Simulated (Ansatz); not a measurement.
The same path of AlClFH$_{3}$ (6 atoms, charge 0, multiplicity 1) was run twice with different band settings. Lost on the way: Cl5–H6. Made: F2–H6.

These are results of Ansatz, RKS PBE/6-31G*, not measurements.

Relaxed end points:

```xyz
6
Properties=species:S:1:pos:R:3
Al 0.009 -0.034 0.029
F 0.013 0.176 1.749
H 1.428 0.152 -0.671
H -1.427 0.066 -0.654
Cl 0.083 -2.482 0.923
H 0.054 -1.479 1.824
```

```xyz
6
Properties=species:S:1:pos:R:3
Al 0.018 -0.370 -0.101
F 0.021 -0.013 1.868
H 1.425 0.173 -0.609
H -1.426 0.086 -0.593
Cl 0.084 -2.477 0.615
H 0.037 -1.000 2.021
```

Common settings: movable images 9; spring 5.0 eV/Å²; start path through a guess of the saddle point; force threshold 0.03 eV/Å; iteration limit 60; end points relaxed.

| run | climbing image | optimiser |
| --- | --- | --- |
| 1 | yes | quadratic models (default) |
| 2 | from the first iteration | fire |

Q: What does each run give, and how far can it be trusted?

A: Run 1: converged after 6 iterations, highest image 0.016 eV above the first end. A vibrational analysis at the climbing image gives one clearly imaginary mode, 272i cm⁻¹: a first-order saddle point.
Run 2: converged after 29 iterations, highest image 0.016 eV above the first end. Another band between the same ends (9 images) ends at a top of the same energy, where a vibrational analysis finds 1 clearly imaginary mode.
The orbitals stay closed-shell, which can raise the energy where a bond breaks towards radicals; this wasn't checked here.
